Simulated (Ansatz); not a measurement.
# AlH3O: composite energy at a relaxed geometry from a Python script

Wanted for AlH3O: a composite energy at a relaxed geometry. SMILES: [OH][AlH2].

Program: Ansatz 0.2.0, driven from Python. The levels of theory stand in the script. These are calculated values, not measurements.

## (1) The structure

Bond lengths: O1–Al2 1.901 Å, O1–H3 0.997 Å, Al2–H4 1.543 Å, Al2–H5 1.588 Å. Angles: O1–Al2–H4 119.7°, O1–Al2–H5 120.0°, H4–Al2–H5 120.2°, Al2–O1–H3 98.5°.

The script reads alh3o.xyz:

```xyz
5

O     0.97800   -1.01870    0.32630
Al   -0.15720    0.37240   -0.29730
H     0.40590   -1.35380    1.07130
H    -1.18650    0.08000   -1.40960
H     0.00980    1.84650    0.26780
```

## (2) The code

composite.py

```python
import ansatz as az
import numpy as np


def main() -> None:
    mol = az.Crystal.molecule_from_extxyz("alh3o.xyz")

    calc = (
        mol.calculation()
        .basis(gaussian="def2-SVP")
        .functional("r2scan")
    )
    symbols = [site.symbol for site in mol.cartesian_sites]
    start = np.array([site.position_ang for site in mol.cartesian_sites], dtype=float)
    rep = calc.relax(force_tolerance=0.01).run(threads=1, backend="cpu").report
    end = np.array(rep["positions_ang"])
    print("final positions (A) and the move of each atom")
    for symbol, xyz, old in zip(symbols, end, start):
        print(f"{symbol:2s} {xyz[0]:10.5f} {xyz[1]:10.5f} {xyz[2]:10.5f}   {np.linalg.norm(xyz - old):7.4f}")

    minimum = az.Crystal.molecule()
    for symbol, place in zip(symbols, end):
        minimum = minimum.atom(symbol, place.tolist())
    at_minimum = minimum.calculation()
    level = lambda method, basis: at_minimum.basis(gaussian=basis).correlation(method).run(threads=1, backend="cpu").report
    small, large, cluster = level("mp2", "cc-pVDZ"), level("mp2", "cc-pVTZ"), level("ccsd_t", "cc-pVDZ")
    corr = lambda each: (each["free_energy_ev"] - each["reference_energy_ev"]) / 27.211386246
    mp2_limit = (27 * corr(large) - 8 * corr(small)) / 19
    pieces = {"HF / cc-pVTZ": large["reference_energy_ev"] / 27.211386246, "MP2 correlation, DZ-TZ limit": mp2_limit, "CCSD(T) - MP2 / cc-pVDZ": corr(cluster) - corr(small)}
    for name, value in pieces.items():
        print(f"{name:32s} {value:14.6f} Ha")
    print(f"{'sum':32s} {sum(pieces.values()):14.6f} Ha")
    print("T1 diagnostic", round(cluster["correlation"]["coupled_cluster"]["t1_diagnostic"], 4))


if __name__ == "__main__":
    main()
```

## (3) What the engine is handed

The engine receives this input (first run):

```yaml
crystal:
  periodic: [false, false, false]
  atoms:
    - { symbol: O, position_ang: [0.978, -1.0187, 0.3263] }
    - { symbol: Al, position_ang: [-0.1572, 0.3724, -0.2973] }
    - { symbol: H, position_ang: [0.4059, -1.3538, 1.0713] }
    - { symbol: H, position_ang: [-1.1865, 0.08, -1.4096] }
    - { symbol: H, position_ang: [0.0098, 1.8465, 0.2678] }
basis:
  gaussian:
    orbitals: def2-SVP
hamiltonian:
  xc: r2scan
relax:
  f_tol: 0.01
```

## (4) The run

The run is started by

```console
> python composite.py
```

The program printed:

```text
final positions (A) and the move of each atom
O     0.64742   -0.71010    0.75180    0.6209
Al   -0.16815    0.42534   -0.22404    0.0910
H     0.58654   -1.66711    0.69262    0.5236
H    -1.14989   -0.06058   -1.37535    0.1492
H     0.13407    1.93885    0.11346    0.2186
HF / cc-pVTZ                        -318.609861 Ha
MP2 correlation, DZ-TZ limit          -0.362481 Ha
CCSD(T) - MP2 / cc-pVDZ               -0.025979 Ha
sum                                 -318.998321 Ha
T1 diagnostic 0.015
```

Wall time 19 s (1 thread of Arm Neoverse V2, shared host); peak memory 0.2 GiB.

## (5) How the relaxation of run 0 went

Step by step:

| step | E - E(step 1) (eV) | largest force component (eV/Å) |
| --- | --- | --- |
| 1 | 0.0000 | 2.8077 |
| 2 | -0.2800 | 1.7463 |
| 3 | -0.4081 | 1.1255 |
| 4 | -0.5140 | 0.5881 |
| 5 | -0.3378 | 3.6165 |
| 6 | -0.5604 | 0.4198 |
| 7 | -0.6065 | 0.6054 |
| 8 | -0.6650 | 0.2271 |
| 9 | -0.6723 | 0.0239 |
| 10 | -0.6726 | 0.0054 |

Step 1 is the start. Step 5 was tried and not accepted.

Before: Bond lengths: O1–Al2 1.901 Å, O1–H3 0.997 Å, Al2–H4 1.543 Å, Al2–H5 1.588 Å. Angles: O1–Al2–H4 119.7°, O1–Al2–H5 120.0°, H4–Al2–H5 120.2°, Al2–O1–H3 98.5°.

After: Bond lengths: O1–Al2 1.705 Å, O1–H3 0.961 Å, Al2–H4 1.589 Å, Al2–H5 1.580 Å. Angles: O1–Al2–H4 120.4°, O1–Al2–H5 115.1°, H4–Al2–H5 124.5°, Al2–O1–H3 126.7°.

Run 0 is this relaxation; the runs after it count from 1.

## (6) What each run gave

The 3 runs, in the order started:

```csv
run,basis,method,energy (eV),iterations in all,CPU time (s)
1,cc-pVDZ,mp2,-8675.6739,11,0.19
2,cc-pVTZ,mp2,-8678.8636,11,0.63
3,cc-pVDZ,ccsd_t,-8676.3809,16,0.41
```

## (7) Summary of results

```
        quantity           value
   T1 diagnostic           0.015
composite energy  -318.998321 Ha
   runs compared               3
```

All 3 runs converged (11 to 16 cycles). A T1 diagnostic under about 0.02 supports a single-reference treatment, as here. Run 0: After 8 moves the largest shift is 0.621 Å, of atom 1 (O). The sum leaves out core correlation, relativity, the Hartree-Fock basis error and zero-point energy; a DZ-TZ extrapolation is rough. Inner cores stay frozen, so this is valence correlation. For Al to Cl the sets with a tight d function, cc-pV(X+d)Z, are usual.
